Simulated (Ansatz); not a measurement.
# Molecular dynamics, step by step

SiH₂F (SMILES F[SiH2+]) (charge +1), singlet, HF/def2-SVP (Ansatz 0.2.0). Settings (timestep in fs, temperature in K; T counts 6 degrees of freedom):

```yaml
hamiltonian: {xc: hf}
md: {n_steps: 60, timestep: 0.75, temperature: 200, ensemble: nve, seed: 729, initial_velocities: maxwell_boltzmann}
```

Start (the SMILES describes the start alone):

```
4
angstrom
F 1.2962 0.4918 -0.3996
Si -0.1096 -0.0415 0.0341
H -1.1707 0.8771 -0.3349
H -0.0158 -1.3274 0.7004
```

```tsv
step	time (fs)	potential energy less the start (meV)	kinetic energy (meV)	T (K)
0	0.00	0.0	51.7	200
4	3.00	17.3	35.0	135
8	6.00	-6.4	58.2	225
12	9.00	2.6	49.5	191
16	12.00	7.3	44.7	173
20	15.00	9.9	42.1	163
24	18.00	13.3	38.9	150
28	21.00	-12.2	63.9	247
32	24.00	5.2	47.1	182
36	27.00	-6.5	58.2	225
40	30.00	23.8	28.6	111
44	33.00	4.5	47.3	183
48	36.00	14.0	38.2	148
52	39.00	-1.9	53.8	208
56	42.00	-1.7	53.8	208
60	45.00	-1.2	53.4	206
```

Step 20, positions (Å) and forces (eV/Å):

```csv
atom,x,y,z,Fx,Fy,Fz
F1,1.285,0.486,-0.397,0.671,0.321,-0.118
Si2,-0.091,-0.032,0.033,-1.543,-0.818,0.110
H3,-1.301,0.731,-0.311,0.531,0.079,0.082
H4,-0.196,-1.356,0.667,0.341,0.417,-0.074
```

Step 24, positions (Å) and forces (eV/Å):

| atom | x | y | z | Fx | Fy | Fz |
| --- | --- | --- | --- | --- | --- | --- |
| F1 | 1.294 | 0.491 | -0.399 | -0.071 | 0.012 | 0.066 |
| Si2 | -0.096 | -0.035 | 0.032 | -1.026 | -0.524 | 0.124 |
| H3 | -1.316 | 0.743 | -0.285 | 0.708 | -0.037 | 0.042 |
| H4 | -0.209 | -1.353 | 0.699 | 0.389 | 0.550 | -0.232 |

Step 32, positions (Å) and forces (eV/Å):

| atom | x | y | z | Fx | Fy | Fz |
| --- | --- | --- | --- | --- | --- | --- |
| F1 | 1.308 | 0.498 | -0.400 | -1.276 | -0.522 | 0.318 |
| Si2 | -0.111 | -0.044 | 0.030 | 1.635 | 0.748 | -0.294 |
| H3 | -1.232 | 0.791 | -0.240 | -0.460 | 0.432 | -0.269 |
| H4 | -0.147 | -1.281 | 0.732 | 0.101 | -0.658 | 0.245 |

Last step (60):

```xyz
4
angstrom
F 1.2790 0.4854 -0.3940
Si -0.0898 -0.0327 0.0308
H -1.2694 0.7858 -0.3271
H -0.1457 -1.3612 0.6801
```

The run took about 9.5 s on 2 CPU threads of an Intel Xeon Platinum 8223CL (shared host).
